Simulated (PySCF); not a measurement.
Input of a run (PBE0-D3(BJ)/def2-TZVP geometry optimisation, gas phase (PySCF 2.14.0)), started from GFN2-xTB:
```
{"job": {"xc": "PBE0", "basis": "def2-TZVP", "d3": "d3bj", "grid": 2, "shake": 0.01, "kind": "geom"}, "charge": 0, "multiplicity": 1}
N     -0.668740    -0.183390     0.253460
N      0.693570     0.159340     0.217190
H     -1.222120     0.699180     0.415830
H     -0.992720    -0.557260    -0.631490
H      1.216640    -0.698160     0.381820
H      0.997530     0.550270    -0.681470
```

Output (energies in Eh, forces in Eh/bohr):
```
step   0  E = -111.78454694  max force = 0.027763
step   1  E = -111.78532102  max force = 0.009796
step   2  E = -111.78625666  max force = 0.006415
step   3  E = -111.78654185  max force = 0.003252
step   4  E = -111.78658602  max force = 0.001343
step   5  E = -111.78659264  max force = 0.000476
step   6  E = -111.78659369  max force = 0.000139
optimisation converged
```

Summarise the run.

The energy falls by 5.4 kJ/mol over 7 energy and gradient evaluations, the largest force component goes from 0.0278 to 1.4e-04 Eh/bohr, and the atoms move by 0.061 Å rms after alignment. The bond that changes most is N1–H3 (hydrazine nitrogen to N–H hydrogen), which shortens by 0.044 Å. Bonds longer at the end by more than 0.005 Å: 1 of 5; shorter: 3. Among the angles that change most is H3–N1–H4, from 106.0° to 108.3°. Among the dihedrals that turn most is H3–N1–N2–H5, from 161° to 150°. The energy never rose by more than 1e-6 Eh on the way. The first step brought 38 % of the lowering.

What are the final bond lengths?

N1–N2 1.415 Å, N1–H3 1.011 Å, N1–H4 1.014 Å, N2–H5 1.011 Å, N2–H6 1.014 Å. Numbering counts from 1 in the input's order; the species is `NN` (N2H4).

The run used 86 basis functions and 44 SCF cycles in all. Time: 15 s wall; peak memory 0.38 GiB. Hardware: an Intel Xeon Platinum 8488C with one thread, no GPU, shared host with 96 logical CPUs at a one-minute load of 44.

Not checked by PBE0-D3(BJ)/def2-TZVP frequencies. One conformer, not necessarily the lowest.
